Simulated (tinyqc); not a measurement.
Pariser-Parr-Pople SCF with singles CI, for the molecule C=C1C=CC=C1 (SMILES; centres numbered as the heavy atoms are written), step by step. One step of it, computed by the program tinyqc.

Question. Iteration 3: orbitals and new P. Diagonalise F (the basis is taken as orthonormal) and form P = 2 sum c c over the lowest orbitals; 0.3 of the old P is kept.

F (eV), lower triangle:
```
,1C,2C,3C,4C,5C,6C
1C,-5.979886
2C,-4.624495,-5.656531
3C,-0.339835,-3.415958,-5.424639
4C,0.462100,0.085862,-4.579260,-5.228370
5C,0.462100,0.085862,0.152505,-3.645138,-5.228370
6C,-0.339835,-3.415958,0.749601,0.152505,-4.579260,-5.424639
```

pi electrons, sum of z_r less the charge = 6

P after iteration 2, lower triangle:
```
,1C,2C,3C,4C,5C,6C
1C,0.817336
2C,0.836023,0.984702
3C,0.178835,0.383908,1.076634
4C,-0.315522,-0.042439,0.818995,1.022346
5C,-0.315522,-0.042439,-0.075387,0.469602,1.022346
6C,0.178835,0.383908,-0.370621,-0.075387,0.818995,1.076634
```

Give: orbital energies; P after iteration 3.

Answer.

orbital energies (eV): -13.413  -10.301  -9.138  -3.105  1.380  1.634

P after iteration 3, lower triangle:
```
,1C,2C,3C,4C,5C,6C
1C,0.833
2C,0.846,0.984
3C,0.174,0.374,1.071
4C,-0.312,-0.039,0.827,1.021
5C,-0.312,-0.039,-0.071,0.460,1.021
6C,0.174,0.374,-0.369,-0.071,0.827,1.071
```
